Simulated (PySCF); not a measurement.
## What each rung costs, and what it gives

Saddle point of AlH3S2, closed shell (AlH₃S₂ ([SH][AlH][SH]) → AlHS ([AlH][S]) + H₂S (still joined by a long Al–S bond); bonds formed: S2–H4; bonds broken: S3–H4; bonds weakened to dative contacts: Al1–S2), PBE0-D4/def2-TZVP structure:

```
6
angstrom
Al -1.0705 0.0076 -0.2896
S 1.2376 0.8236 0.2000
S -0.5017 -1.7374 -1.1931
H 1.1845 -0.4426 -0.4142
H -2.1173 1.0479 0.2576
H 1.2673 0.3010 1.4394
```

Barriers are electronic and count from the start structure reached by relaxing down the imaginary mode.

Computed with PySCF 2.14 with density fitting (its default auxiliary sets; JK sets also for MP2 and CCSD(T)) (basis: as named in each row); correlated methods freeze the cores. B3LYP uses VWN-RPA correlation. Extrapolation: Hartree–Fock as exp(−7.88 √X), correlation as X^−2.97.

Times are rough, for one single point on 4 threads of a shared host (AMD EPYC 9R45).

The estimate by CCSD(T) at an estimated basis limit (MP2 extrapolated from triple and quadruple zeta, plus CCSD(T) − MP2 in triple zeta) is 1.747 eV.

```csv
method,basis,time (s),barrier (eV),method less estimate
HF,STO-3G,under 1,3.898,2.151
B3LYP-D4,6-31G,2,1.618,-0.129
MP2,def2-QZVPP,2,1.725,-0.022
PBE0-D4,def2-SVP,2,1.631,-0.116
PBE-D4,def2-SVP,2,1.463,-0.284
SPW92,def2-TZVPP,2,1.416,-0.331
CCSD(T),def2-SVP,3,1.788,0.041
PBE0-D4,def2-TZVPP,3,1.664,-0.083
BHLYP-D4,def2-TZVPP,3,1.867,0.120
B3LYP-D4,def2-TZVPP,3,1.692,-0.055
PBE-D4,def2-TZVPP,4,1.503,-0.244
r2SCAN-D4,def2-TZVPP,6,1.647,-0.100
CCSD(T),def2-TZVPP,44,1.783,0.036
wB97M-V,def2-TZVPP,82,1.762,0.016
```

All methods are single points on the PBE0-D4 structures.

The T1 diagnostic stays at or below 0.018.

Labels in which every atom is bracketed show which atoms are joined, not bond orders.
